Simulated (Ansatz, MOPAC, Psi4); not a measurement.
Gas-phase reaction in SMILES: c1ccoc1 + 7 [H][H] (H2) → 4 C (CH4) + O (H2O)

Wanted: energy of full hydrogenation (enthalpy at 298 K), in kcal/mol. Terms: no spin-orbit coupling; dispersion terms only where a functional's name holds one; non-relativistic; six Cartesian d functions in 6-31G* and its kin unless marked 5d. First-principles rows: single points at B3LYP-D3(BJ) geometries (Ansatz, an electronic-structure program), with unscaled harmonic terms from B3LYP/6-31G* at its own minima. Semi-empirical rows: MOPAC heats of formation at their own minima for 298 K.

| species | coefficient | E at wB97X-D/6-31G* (Psi4), Eh | E at wB97X-V/def2-TZVPD (Ansatz), Eh | H(298 K) - E, kcal/mol | heat of formation at PM6 (MOPAC), kcal/mol |
|---|---|---|---|---|---|
| c1ccoc1 | -1 | -229.94246 | -230.04161 | 46.96 | -8.30 |
| [H][H] (H2) | -7 | -1.17193 | -1.17238 | 8.44 | -25.73 |
| C (CH4) | +4 | -40.50183 | -40.51531 | 30.76 | -12.29 |
| O (H2O) | +1 | -76.38704 | -76.43464 | 15.65 | -54.31 |

Measured values: Active Thermochemical Tables 1.112 (ions: stationary electron), as tabulated in the package chemicals; G2/97 table in ASE (Curtiss et al.); they hold spin-orbit and core effects, anharmonicity.  Value to compare with, the measured value: -120.8 kcal/mol. 1 Eh = 627.5095 kcal/mol.

Question: Work the quantity out at each level, and compare with the measured value.

Answer: 
- wB97X-D/6-31G*: the sum of coefficient times E is -0.24839 Eh, or -155.87 kcal/mol; the thermal terms add 32.65. Result: -123.2 kcal/mol. Its error against the measured value is -2.4 kcal/mol.
- wB97X-V/def2-TZVPD: the sum of coefficient times E is -0.24761 Eh, or -155.38 kcal/mol; the thermal terms add 32.65. Result: -122.7 kcal/mol. Its error against the measured value is -1.9 kcal/mol.
- PM6: the sum of coefficient times heat of formation is 84.94 kcal/mol; it needs no thermal term. Its error against the measured value is 205.7 kcal/mol.
